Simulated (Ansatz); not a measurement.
Geometry optimisation, Ansatz 0.2.0, RKS PBE0-D4/def2-SVPD.

Input:

```yaml
crystal:
  periodic: [false, false, false]
  atoms:
    - { symbol: O, position_ang: [0.77344, -0.61189, 0.69489] }
    - { symbol: Si, position_ang: [-0.05389, 0.36965, -0.23484] }
    - { symbol: S, position_ang: [-0.91566, -1.4001, 0.38854] }
    - { symbol: H, position_ang: [-2.15142, -1.9706, 0.16088] }
total_charge: 1
basis:
  gaussian: { orbitals: def2-SVPD }
hamiltonian:
  xc: pbe0
  dispersion: d4
relax:
  f_tol: 0.02
  max_steps: 50
```

Launched with:

```bash
$ ansatz run input.yaml --threads 2 --pin off --max-ram 3072MiB --backend cpu --events-out ev --progress --plain --runs-dir out
```

Task: Where does it end, and by what steps?

Result: The forces met the threshold. After 11 steps the energy has fallen by 4.196 eV; S3 moved furthest, 0.64 Å.

```json
{"step": "0", "energy less start (eV)": "0.0000", "largest force component (eV/Å)": "2.952", "accepted": "yes"}
{"step": "1", "energy less start (eV)": "-0.1654", "largest force component (eV/Å)": "1.698", "accepted": "yes"}
{"step": "2", "energy less start (eV)": "-0.3390", "largest force component (eV/Å)": "1.399", "accepted": "yes"}
{"step": "3", "energy less start (eV)": "-0.7821", "largest force component (eV/Å)": "4.217", "accepted": "yes"}
{"step": "4", "energy less start (eV)": "-2.2018", "largest force component (eV/Å)": "3.820", "accepted": "yes"}
{"step": "5", "energy less start (eV)": "-3.3851", "largest force component (eV/Å)": "2.166", "accepted": "yes"}
{"step": "6", "energy less start (eV)": "-3.8511", "largest force component (eV/Å)": "1.953", "accepted": "yes"}
{"step": "7", "energy less start (eV)": "-4.0969", "largest force component (eV/Å)": "1.280", "accepted": "yes"}
{"step": "8", "energy less start (eV)": "-4.1756", "largest force component (eV/Å)": "0.426", "accepted": "yes"}
{"step": "9", "energy less start (eV)": "-4.1933", "largest force component (eV/Å)": "0.174", "accepted": "yes"}
{"step": "10", "energy less start (eV)": "-4.1955", "largest force component (eV/Å)": "0.065", "accepted": "yes"}
{"step": "11", "energy less start (eV)": "-4.1958", "largest force component (eV/Å)": "0.006", "accepted": "yes"}
```

```xyz
4
Properties=species:S:1:pos:R:3
O 0.471 -0.970 0.315
Si -0.094 0.520 -0.209
S -1.097 -1.242 0.981
H -1.627 -1.922 -0.077
```

Whether the end is a true minimum wasn't checked by a vibrational analysis.

The run took 37 s on 2 threads of Intel(R) Xeon(R) Processor @ 2.50GHz (Skylake/Cascade Lake) (shared host), peak memory 0.16 GiB.
